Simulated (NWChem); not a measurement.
Correlation energy of H2N

```xyz
3

N      0.0000     0.0000    -0.1494
H      0.8027     0.0000     0.5229
H     -0.8027     0.0000     0.5229
```
Charge 0, spin multiplicity 2.

Everything below was run with NWChem. Structure: optimised with UPBE/def2-SVP, a minimum by its harmonic frequencies.

Basis set: def2-SVP. Each correlation energy counts from its own Hartree-Fock reference.

The correlated methods keep 1 core orbital frozen. The structure started from a generated list of species. The unpaired electrons of the parent sit in orbitals of symmetry b2 (C2v labels of the run); other states weren't searched. The stability of the SCF solutions was not checked. Open-shell Hartree-Fock references start from PBE0 orbitals. Coupled-cluster values serve here as a point of comparison, not as the truth.

Question: For the correlation energy, UMP2 gives -144.7 mHa and SCS-UMP2 gives -146.1 mHa. What do CCSD on ROHF, CCSD[T] on ROHF, CCSD(T) on ROHF give?

Answer: CCSD on ROHF: -168.1 mHa; CCSD[T] on ROHF: -171.1 mHa; CCSD(T) on ROHF: -171.0 mHa.
